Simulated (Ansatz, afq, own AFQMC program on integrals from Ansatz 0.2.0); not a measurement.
**Fe, quintet: AFQMC among the cluster methods**

A free Fe atom.

Basis def2-TZVPP. Only valence electrons are correlated. Integrals, coupled cluster, full CI and functionals: Ansatz 0.2.0; the random walks run on the same integrals in our own AFQMC program. ph-AFQMC/CISD is guided by a CISD state made of CCSD amplitudes; releasing the constraint for a short imaginary time cuts its bias at the price of noise, slowly where states lie close. Free AFQMC starts from the CCSD state and is never constrained. Its projection time is finite, and what remains of the start isn't in its error. Error bars are statistical, one sigma. The metal's outer-core s and p shells are frozen, which shifts wave-function levels against functionals.

Determinant: UHF, the one that the program's search chose, which needn't be the lowest solution.

No full CI on the walks' own integrals is used here; CCSDT(Q) serves as the reference and is uncertain by about the last step of the cluster series.

Cautions: no relativity below Rb; outer-core shells of the metal frozen; the released energies have errors that jump between times, so the bars are unsure, so no released level is given (meV from the phaseless value at times in 1/Eh: -8 ± 3 at 0.24, -166 ± 154 at 0.50, -16 ± 4 at 1.00, -20 ± 3 at 1.50).

The T1 diagnostic is 0.0210, the weight of the determinant in the CISD state is 0.910 and the ⟨S²⟩ of the determinant is 6.016. The size of the correlated space is 8 electrons in 55 orbitals.

Reference: CCSDT(Q), correlation energy -5.289 eV.

```
        level  E − E(reference) (kcal/mol)  share of correlation (%)
           HF                       121.98                      0.00
          MP2                        11.29                     90.74
         CCSD                         4.08                     96.65
      CCSD(T)                         0.40                     99.67
        CCSDT                         0.08                     99.94
  ph-AFQMC/HF                  3.08 ± 0.47                     97.48
ph-AFQMC/CISD                  0.61 ± 0.06                     99.50
   free AFQMC                  0.09 ± 0.09                     99.93
```

Free projections are given only where their last times agree within the noise and don't stop above the reference; a slow remainder of the start can still hide under it. A walk keeps the symmetry of its determinant, which the program's search chose and which needn't be the lowest solution, so a lower state of the same spin and another symmetry isn't excluded.
